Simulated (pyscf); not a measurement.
H₂N–Si•(Cl)–Cl + ammonia (NH₃) → H₂N–SiH(Cl)–Cl + amino radical (NH₂•), a hydrogen abstraction (doublet surface; H–N broken, H–Si formed). Optimised with ωB97X-D3(BJ)/def2-SVP in PySCF. Energies in kcal/mol from the separated reactants.

Small-basis levels: PySCF, no dispersion term, spherical d functions. AM1 to PM7: differences of heats of formation from MOPAC, which are fitted to 298 K values and so differ in kind from electronic energies by zero-point and thermal terms. GFN2-xTB: tblite. Open shells are spin-unrestricted. 

| level | barrier | reaction energy |
|---|---|---|
| MP2/6-31G* | 27.8 | +17.5 |
| SVWN5/6-31G* | 12.7 | +27.9 |
| B3LYP/STO-3G | … | +12.0 |
| B3LYP/LANL2DZ | 24.1 | +24.2 |
| PBE/def2-SVP | … | +22.7 |
| GFN2-xTB | 15.7 | +21.6 |
| AM1 | 48.3 | +35.9 |
| PM3 | 27.6 | +26.2 |
| PM6 | 13.6 | +4.5 |
| ωB97M-D3(BJ)/def2-TZVP | … | +16.9 |

Task: What belongs in the gaps?

Result: 
- B3LYP/STO-3G, barrier: 11.8
- PBE/def2-SVP, barrier: 16.7
- ωB97M-D3(BJ)/def2-TZVP, barrier: 21.3

Against the last row the barrier runs from -9.5 (B3LYP/STO-3G) to +27.0 kcal/mol (AM1). At SVWN5/6-31G*, B3LYP/STO-3G, B3LYP/LANL2DZ, PBE/def2-SVP, GFN2-xTB this geometry lies under one side, so the entry may be no barrier of that level: it is a single point on another level's saddle. ωB97M-D3(BJ)/def2-TZVP has limits of its own. One saddle was located; it need not be the lowest between these sides. The angle at the transferred H is 150°.
